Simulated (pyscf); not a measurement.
## Four-centre exchange: Cl–Ti(Cl)(Cl)–Cl (SMILES [Cl][Ti]([Cl])([Cl])[Cl]) + H₂O (SMILES O) → HCl (SMILES Cl) + HO–Ti(Cl)(Cl)–Cl (SMILES [OH][Ti]([Cl])([Cl])[Cl])

Gas phase, singlet surface, charge 0. Bonds broken: Cl1–Ti2, O6–H7. Bonds formed: Cl1–H7, Ti2–O6. Single points on ωB97X-D3(BJ)/def2-SVP structures (PySCF, gas phase).

Transition state (Å):

```xyz
8

Cl    -2.4160     0.3668     1.4041
Ti    -0.2628     0.3875    -0.0859
Cl     0.1394     2.4159     0.5098
Cl    -1.4826     0.2755    -1.8554
Cl     1.6738    -0.2358    -0.8517
O     -0.2554    -1.0213     1.1904
H     -1.3915    -0.6739     1.6492
H      0.4016    -1.7078     1.3592
```

One imaginary mode, 911i cm⁻¹; descent along it reached the two sides named, in the forms told below.

| bond | change | reactant side (Å) | saddle | product side |
|---|---|---|---|---|
| Cl1–Ti2 | breaks | 2.248 | 2.6 | 3.2 |
| O6–H7 | breaks | 0.968 | 1.274 | 2.217 |
| Cl1–H7 | forms | 2.535 | 1.481 | 1.286 |
| Ti2–O6 | forms | 2.121 | 1.901 | 1.762 |

Electronic energies relative to the separated reactants (kcal/mol):

```
level                   barrier  reaction energy  reverse barrier
----------------------  -------  ---------------  ---------------
ωB97X-D3(BJ)/def2-TZVP     10.7             +4.4              6.3
PBE/def2-TZVP               9.7             +3.8              5.9
r²SCAN/def2-TZVP            8.9             +3.7              5.2
B3LYP-D3(BJ)/def2-TZVP     10.9             +3.9              7.1
PBE0-D3(BJ)/def2-TZVP       9.7             +4.1              5.7
M06-2X/def2-TZVP            9.2             +2.6              6.6
ωB97M-D3(BJ)/def2-TZVP     11.6             +1.9              9.7
HF/def2-TZVP               23.9             -0.6             24.5
```

With ωB97M-D3(BJ)/def2-TZVP energies and thermal terms (ideal gas, 1 atm, RRHO with modes under 100 cm⁻¹ raised to 100, one conformer, R ln 2 for rigid chiral ones), in kcal/mol:

| T (K) | ΔH‡ | ΔG‡ | ΔH | ΔG |
|---|---|---|---|---|
| 298 | 8.9 | 18.3 | -0.2 | -2.2 |
| 600 | 9.3 | 27.8 | +0.4 | -4.5 |
| 900 | 10.2 | 36.9 | +1.0 | -7.1 |
| 1200 | 11.1 | 45.6 | +1.5 | -9.9 |

On the reactant side the descent ends in an adduct with a O–Ti contact, 7.7 kcal/mol under the separated species and 18.4 kcal/mol under the saddle at ωB97X-D3(BJ)/def2-TZVP. What is counted as formed (O–Ti) is already present as a longer contact in the reactant adduct; forming that adduct is a step of its own. This is the saddle that the search found; another between the same sides may lie lower.
